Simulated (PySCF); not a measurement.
## Stretching SiO

Set-up: Si pcseg-1, O pcseg-1; no relativity (PySCF 2.14). Energies in eV from Si + O in their ground configurations at the same level. State: ¹Σ⁺ (singlet), closed shell.

All columns are r²SCAN. A positive dipole means Si(−)O(+).

| R (Å) | E (eV) | μ (D) | Mulliken charge on Si (basis-dependent) | HOMO (eV) | LUMO (eV) | Mayer bond order | ⟨S²⟩ |
| --- | --- | --- | --- | --- | --- | --- | --- |
| 1.311 | -5.736 | -2.10 | 0.41 | -7.62 | -1.85 | 2.37 | 0.00 |
| 1.372 | -6.874 | -2.29 | 0.42 | -7.68 | -2.06 | 2.34 | 0.00 |
| 1.433 | -7.515 | -2.48 | 0.45 | -7.72 | -2.28 | 2.30 | 0.00 |
| 1.478 | -7.754 | -2.63 | 0.47 | -7.74 | -2.44 | 2.28 | 0.00 |
| 1.524 | -7.834 | -2.77 | 0.48 | -7.75 | -2.60 | 2.26 | 0.00 |
| 1.570 | -7.793 | -2.91 | 0.50 | -7.76 | -2.75 | 2.24 | 0.00 |
| 1.631 | -7.597 | -3.09 | 0.52 | -7.75 | -2.96 | 2.21 | 0.00 |
| 1.707 | -7.195 | -3.30 | 0.53 | -7.70 | -3.20 | 2.20 | 0.00 |
| 1.798 | -6.577 | -3.54 | 0.54 | -7.40 | -3.46 | 2.18 | 0.00 |
| 1.920 | -5.646 | -3.84 | 0.54 | -7.05 | -3.78 | 2.19 | 0.00 |

A fit through these points gives, at Re = 1.530 Å, μ = -2.78 D and dμ/dR = -3.06 D/Å; the reduced mass is 10.18 u.

Q: How strong is the fundamental in the double-harmonic approximation, I = 42.26·(dμ/dR)²/μred km/mol?

A: I = 42.26·(-3.06)²/10.18 = 38.9 km/mol at r²SCAN.
